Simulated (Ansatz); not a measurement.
Two isomers of C3H3FO: A = `FC1C=CO1`, B = `OC1=C(F)C1`.

Gas-phase electronic energies from Ansatz, PBE0-D4/def2-TZVP geometries. CCSD(T)/CBS is the MP2 limit (def2-TZVPP, def2-QZVPP) plus CCSD(T) − MP2 in def2-TZVPP, frozen cores. Functionals use def2-TZVPP. One conformer a species, not always the lowest.

**Question.** Which isomer does CCSD(T)/CBS put lower? Give the gap. (Estimate.)

**Answer.** Computed: A, by 119.0 kJ/mol.

**Question.** Give E(B) − E(A) in kJ/mol with MP2/def2-TZVPP, ωB97M-V, PBE0-D4, PBE-D4, B2PLYP, CCSD/def2-TZVPP, LDA (SPW92). (An estimate is asked.)

**Answer.** Ansatz gave: MP2/def2-TZVPP 112.9, ωB97M-V 116.6, PBE0-D4 105.0, PBE-D4 100.7, B2PLYP 112.5, CCSD/def2-TZVPP 119.3, LDA (SPW92) 102.4. None reverses the order clearly.

**Question.** Does the order hold for the free energy at 298.15 K (harmonic terms from PBE0-D4)? (Best estimate.)

**Answer.** The calculation gave: Yes: G(B) − G(A) = +114.3 kJ/mol, for one conformer each.

Largest T1 diagnostic: 0.014.

From BLYP to BHLYP (50 % exact exchange), in def2-TZVPP and without D4, E(B) − E(A) moves by +11.6 kJ/mol. In def2-TZVPP, CCSD(T) changes the Hartree–Fock value by −4.6 kJ/mol (the triples alone add +0.5 kJ/mol) and MP2 by −11.4 kJ/mol.
